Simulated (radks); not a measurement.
# Valence configurations of O³⁺

An exercise on one series of results from a longer session: the logs are not shown, and one member is left open.

Method: scalar-relativistic Kohn-Sham, PBE, spin-polarised, spherical densities, finite nucleus; open shells are filled with parallel spins first. Code: radks (a radial shooting solver on a logarithmic mesh, Libxc functionals) version 1.

**Starting point**

- element: oxygen (Z = 8)
- charge: +3
- electrons: 5
- configuration: [He] 2s2 2p1
- nuclear rms radius: 2.6991 fm
- others tried: 2p3; 2s1 2p2; 2s1.5 2p1.5; 2s0.5 2p2.5

The outer shells:

O³⁺
```
[He] core
2s [↑↓]
2p [↑ ][  ][  ]
```

The first run:

Settings of this run:

```text
Z 8
configuration [He] 2s2 2p1
relativity scalar-relativistic
functional pbe,pbe
spin polarised
nucleus finite rms 2.6991 fm
c 137.035999084
```

Steps of the session up to this table: [He] 2s2 2p1.

One of the session's tables, all rows but one given; the rest of the session is left out.

It belongs to the step «[He] 2s2 2p1». Sizes of the orbitals, from the radial functions (bohr):

| level | <r> | outermost maximum (interpolated) | 90 % within |
| --- | --- | --- | --- |
| 1s up | 0.1992 | 0.129 | 0.357 |
| 1s down | ? | ? | ? |
| 2s up | 0.9722 | 0.804 | 1.51 |
| 2s down | 0.9835 | 0.810 | 1.53 |
| 2p up | 0.9129 | 0.701 | 1.50 |
| 2p down | 0.9278 | 0.709 | 1.53 |

Q: Estimate the row for 1s down from the others.

The run gave: <r>: 0.1989; outermost maximum (interpolated): 0.129; 90 % within: 0.356. In the column «<r>» it is the lowest.
